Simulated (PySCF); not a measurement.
Bonds broken one at a time in the series B Cl-I. Isolated molecules, 0 K electronic values unless said otherwise. Strings in code marks are SMILES.

The numbers are results of ωB97X-D3(BJ)/def2-TZVP // PBE0-D3(BJ)/def2-TZVP (PySCF), not measurements. 

```tsv
species	dipole moment (D)
whole molecule (`ClB(Cl)Cl`)	0.00
radical fragment (`Cl[B]Cl`)	0.30
whole molecule (`ClB(Cl)I`)	0.04
radical fragment (`Cl[B]I`)	0.43
whole molecule (`IB(Cl)I`)	0.06
radical fragment (`[B](I)I`)	…
whole molecule (`IB(I)I`)	0.00
```

Problem. Some entries are withheld; supply them.

Solution. 
- radical fragment (`[B](I)I`), dipole moment (D): 0.58
